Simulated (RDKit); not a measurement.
RDKit input (MMFF94):

```python
from rdkit import Chem
from rdkit.Chem import AllChem, rdDetermineBonds

mol = Chem.MolFromXYZFile('mol.xyz')
rdDetermineBonds.DetermineBonds(mol, charge=-1)
print('SMILES', Chem.MolToSmiles(Chem.RemoveHs(mol)))
ff = AllChem.MMFFGetMoleculeForceField(mol, AllChem.MMFFGetMoleculeProperties(mol))
e0 = ff.CalcEnergy()
flag = ff.Minimize(maxIts=5000, forceTol=1e-5)
print(f'energy {e0:.4f} -> {ff.CalcEnergy():.4f} kcal/mol, converged: {flag == 0}')
print(Chem.MolToXYZBlock(mol))
```
mol.xyz:
```
4

O     -1.05073224    -0.47616366    -0.00735618
C     -0.07562986     0.30382496     0.00787443
O      1.15136738     0.07188593    -0.00312174
H     -0.35130198     1.41127208     0.03657684
```

From the last part of the output:

```
SMILES O=C[O-]
energy 0.1960 -> 0.0128 kcal/mol, converged: True
4

O     -1.061942   -0.479561   -0.007393
C     -0.075657    0.303939    0.007877
O      1.162887    0.074262   -0.003112
H     -0.351585    1.412180    0.036601
```

The dipole moment of an ion depends on the origin.
